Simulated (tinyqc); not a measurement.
CCD on RHF in the sto-6g basis, for H3O+, spin multiplicity 1, step by step. One step of it, computed by the program tinyqc.

Question. CCD: starting amplitudes. t_ij^ab = <ij||ab> / (e_i + e_j - e_a - e_b), whose energy is MP2.

orbital energies (hartree): MO1 -21.078779, MO2 -1.705071, MO3 -1.012708, MO4 -1.012680, MO5 -0.870281, MO6 0.004805, MO7 0.173258, MO8 0.173404

Two-electron integrals over orbitals (pq|rs), unique and non-zero (hartree):
```
(11|11) 4.762773    (21|11) -0.441551   (21|21) 0.066101    (22|11) 1.042796
(22|21) -0.016669   (22|22) 0.729421    (31|11) 0.000101    (31|21) -0.000013
(31|22) 0.000011    (31|31) 0.014204    (32|11) -0.000052   (32|21) 0.000006
(32|22) 0.000030    (32|31) 0.020661    (32|32) 0.133886    (33|11) 0.848114
(33|21) -0.006066   (33|22) 0.648325    (33|31) 0.002097    (33|32) 0.032038
(33|33) 0.644656    (41|41) 0.014204    (42|41) 0.020659    (42|42) 0.133863
(43|41) -0.002106   (43|42) -0.032080   (43|43) 0.040473    (44|11) 0.848072
(44|21) -0.006066   (44|22) 0.648277    (44|31) -0.002099   (44|32) -0.032075
(44|33) 0.563702    (44|44) 0.644615    (51|11) -0.101119   (51|21) 0.012867
(51|22) -0.010517   (51|31) -4.21e-06   (51|32) 2.50e-07    (51|33) -0.002952
(51|44) -0.002953   (51|51) 0.027490    (52|11) 0.064702    (52|21) -0.006117
(52|22) -0.007106   (52|31) 4.19e-07    (52|32) -1.14e-06   (52|33) 0.006799
(52|44) 0.006789    (52|51) 0.029208    (52|52) 0.142351    (53|11) -0.000051
(53|21) 2.49e-06    (53|22) -0.000016   (53|31) 0.002999    (53|32) 0.001311
(53|33) -0.006358   (53|44) 0.006326    (53|51) -0.000007   (53|52) -0.000029
(53|53) 0.034925    (54|41) 0.002998    (54|42) 0.001299    (54|43) 0.006343
(54|54) 0.034928    (55|11) 1.085553    (55|21) -0.012638   (55|22) 0.735456
(55|31) 1.90e-06    (55|32) -0.000029   (55|33) 0.637139    (55|44) 0.637116
(55|51) 0.010440    (55|52) 0.077049    (55|53) -0.000040   (55|55) 0.857209
(61|11) -0.271567   (61|21) 0.041844    (61|22) -0.008258   (61|31) -0.000021
(61|32) -0.000015   (61|33) -0.003198   (61|44) -0.003195   (61|51) 0.000726
(61|52) -0.012497   (61|53) 6.24e-07    (61|55) -0.011072   (61|61) 0.028713
(62|11) 0.325035    (62|21) -0.010126   (62|22) 0.142739    (62|31) -0.000009
(62|32) -0.000062   (62|33) 0.095478    (62|44) 0.095456    (62|51) -0.012405
(62|52) -0.023726   (62|53) -0.000016   (62|55) 0.142958    (62|61) -0.003133
(62|62) 0.077490    (63|11) -0.000391   (63|21) 0.000009    (63|22) -0.000191
(63|31) 0.006040    (63|32) -0.011880   (63|33) -0.026332   (63|44) 0.026051
(63|51) 1.39e-06    (63|52) -0.000031   (63|53) 0.008200    (63|55) -0.000200
(63|61) -3.88e-07   (63|62) -0.000109   (63|63) 0.054983    (64|41) 0.006035
(64|42) -0.011955   (64|43) 0.026201    (64|54) 0.008227    (64|64) 0.055109
(65|11) -0.132814   (65|21) -0.000124   (65|22) -0.076157   (65|31) -0.000005
(65|32) -0.000031   (65|33) -0.043935   (65|44) -0.043896   (65|51) 0.013031
(65|52) 0.038613    (65|53) -0.000019   (65|55) -0.072118   (65|61) -0.004001
(65|62) -0.047653   (65|63) 0.000066    (65|65) 0.039401    (66|11) 0.642862
(66|21) -0.006917   (66|22) 0.511296    (66|31) -0.000017   (66|32) -0.000169
(66|33) 0.487707    (66|44) 0.487877    (66|51) -0.013847   (66|52) -0.047673
(66|53) 0.000042    (66|55) 0.485919    (66|61) -0.000540   (66|62) 0.053288
(66|63) 0.000072    (66|65) -0.033730   (66|66) 0.466432    (71|41) 0.015661
(71|42) 0.021698    (71|43) -0.002000   (71|54) 0.003330    (71|64) 0.006374
(71|71) 0.017291    (72|41) 0.015098    (72|42) 0.054412    (72|43) 0.009250
(72|54) 0.015427    (72|64) 0.034135    (72|71) 0.016001    (72|72) 0.054376
(73|41) 0.002318    (73|42) 0.034835    (73|43) -0.004882   (73|54) -0.007048
(73|64) -0.026982   (73|71) 0.002611    (73|72) -0.001199   (73|73) 0.032860
(74|11) 0.373205    (74|21) -0.006882   (74|22) 0.172334    (74|31) 0.002323
(74|32) 0.034833    (74|33) 0.131734    (74|44) 0.121955    (74|51) 0.000394
(74|52) 0.033453    (74|53) -0.007055   (74|55) 0.192868    (74|61) -0.004559
(74|62) 0.080966    (74|63) -0.027035   (74|65) -0.036848   (74|66) 0.037057
(74|74) 0.151328    (75|41) 0.005058    (75|42) 0.033164    (75|43) -0.011727
(75|54) 0.020460    (75|64) -0.016599   (75|71) 0.005489    (75|72) 0.009392
(75|73) 0.013116    (75|75) 0.029635    (76|41) 0.011350    (76|42) 0.092266
(76|43) -0.042732   (76|54) -0.017088   (76|64) -0.053465   (76|71) 0.012111
(76|72) 0.004375    (76|73) 0.049262    (76|75) 0.028909    (76|76) 0.119570
(77|11) 0.764544    (77|21) -0.007274   (77|22) 0.567706    (77|31) -0.000674
(77|32) -0.030565   (77|33) 0.504424    (77|44) 0.579134    (77|51) -0.002095
(77|52) 0.004081    (77|53) 0.011322    (77|55) 0.561213    (77|61) -0.004049
(77|62) 0.066702    (77|63) 0.042663    (77|65) -0.026389   (77|66) 0.472611
(77|74) 0.064344    (77|77) 0.563101    (81|11) 0.000317    (81|21) -0.000051
(81|22) 3.15e-06    (81|31) -0.015662   (81|32) -0.021699   (81|33) -0.001984
(81|44) 0.001998    (81|51) -4.47e-06   (81|52) 0.000009    (81|53) -0.003331
(81|55) 0.000011    (81|61) -0.000019   (81|62) 0.000018    (81|63) -0.006380
(81|65) 0.000008    (81|66) 0.000023    (81|74) -0.002610   (81|77) 0.000641
(81|81) 0.017291    (82|11) -0.000412   (82|21) 0.000011    (82|22) -0.000190
(82|31) -0.015097   (82|32) -0.054392   (82|33) 0.009176    (82|44) -0.009393
(82|51) 0.000010    (82|52) 0.000006    (82|53) -0.015428   (82|55) -0.000186
(82|61) 0.000019    (82|62) -0.000046   (82|63) -0.034143   (82|65) 0.000055
(82|66) -0.000063   (82|74) 0.001098    (82|77) -0.018744   (82|81) 0.016000
(82|82) 0.054376    (83|11) -0.373177   (83|21) 0.006883    (83|22) -0.172284
(83|31) 0.002319    (83|32) 0.034915    (83|33) -0.121916   (83|44) -0.131731
(83|51) -0.000394   (83|52) -0.033447   (83|53) -0.007027   (83|55) -0.192848
(83|61) 0.004555    (83|62) -0.080967   (83|63) -0.026846   (83|65) 0.036809
(83|66) -0.037244   (83|74) -0.087012   (83|77) -0.100634   (83|81) -0.002619
(83|82) 0.001322    (83|83) 0.151384    (84|41) -0.002330   (84|42) -0.034857
(84|43) 0.004866    (84|54) 0.007034    (84|64) 0.026931    (84|71) -0.002624
(84|72) 0.001150    (84|73) -0.031387   (84|75) -0.013111   (84|76) -0.049232
(84|84) 0.032823    (85|11) 0.000060    (85|21) 9.64e-07    (85|22) 0.000031
(85|31) -0.005057   (85|32) -0.033156   (85|33) -0.011686   (85|44) 0.011734
(85|51) -0.000016   (85|52) -0.000058   (85|53) -0.020466   (85|55) 0.000023
(85|61) 0.000010    (85|62) 0.000044    (85|63) 0.016558    (85|65) -4.26e-06
(85|66) 0.000086    (85|74) -0.013098   (85|77) 0.015064    (85|81) 0.005488
(85|82) 0.009388    (85|83) -0.013152   (85|85) 0.029625    (86|11) 0.000032
(86|21) 2.30e-07    (86|22) -0.000015   (86|31) -0.011349   (86|32) -0.092210
(86|33) -0.042614   (86|44) 0.042669    (86|51) 0.000011    (86|52) 0.000038
(86|53) 0.017045    (86|55) 0.000036    (86|61) 0.000008    (86|62) 0.000007
(86|63) 0.053257    (86|65) 0.000055    (86|66) 0.000236    (86|74) -0.049204
(86|77) 0.062319    (86|81) 0.012109    (86|82) 0.004392    (86|83) -0.049321
(86|85) 0.028858    (86|86) 0.119293    (87|41) 0.000664    (87|42) 0.030465
(87|43) -0.037322   (87|54) -0.011328   (87|64) -0.042753   (87|71) 0.000623
(87|72) -0.018656   (87|73) 0.018082    (87|75) 0.015035    (87|76) 0.062292
(87|84) -0.018047   (87|87) 0.049329    (88|11) 0.764573    (88|21) -0.007274
(88|22) 0.567752    (88|31) 0.000703    (88|32) 0.030758    (88|33) 0.579258
(88|44) 0.504348    (88|51) -0.002095   (88|52) 0.004086    (88|53) -0.011369
(88|55) 0.561229    (88|61) -0.004050   (88|62) 0.066731    (88|63) -0.042948
(88|65) -0.026439   (88|66) 0.472361    (88|74) 0.100711    (88|77) 0.464106
(88|81) -0.000658   (88|82) 0.018562    (88|83) -0.064185   (88|85) -0.015105
(88|86) -0.062522   (88|88) 0.563382
```

Give: Starting amplitudes; correlation energy.

Answer.

Starting amplitudes (spin orbitals 1a, 1b, ...; amplitudes related by a flip of all spins are not repeated; the 24 largest):
```
from      to        t
3a 3b  8a 8b  -0.0638
4a 4b  7a 7b  -0.0638
3a 4b  7b 8a  -0.0367
2a 4b  6a 7b  -0.0280
2a 3b  6a 8b   0.0280
4a 4b  6a 6b  -0.0271
3a 3b  6a 6b  -0.0270
3a 4a  7a 8a  -0.0235
2a 2b  6a 6b  -0.0227
5a 5b  6a 6b  -0.0225
2a 5b  6a 6b   0.0184
4a 5b  6b 7a  -0.0179
3a 5b  6b 8a   0.0179
2a 4a  6a 7a  -0.0162
2a 3a  6a 8a   0.0162
2a 2b  7a 7b  -0.0145
2a 2b  8a 8b  -0.0145
5a 5b  7a 7b  -0.0142
5a 5b  8a 8b  -0.0142
3a 3b  7a 7b  -0.0139
4a 4b  8a 8b  -0.0138
3a 4b  7a 8b   0.0132
3a 4b  6a 7b   0.0123
3a 4b  6b 7a  -0.0122
```

correlation energy = -0.060995 hartree
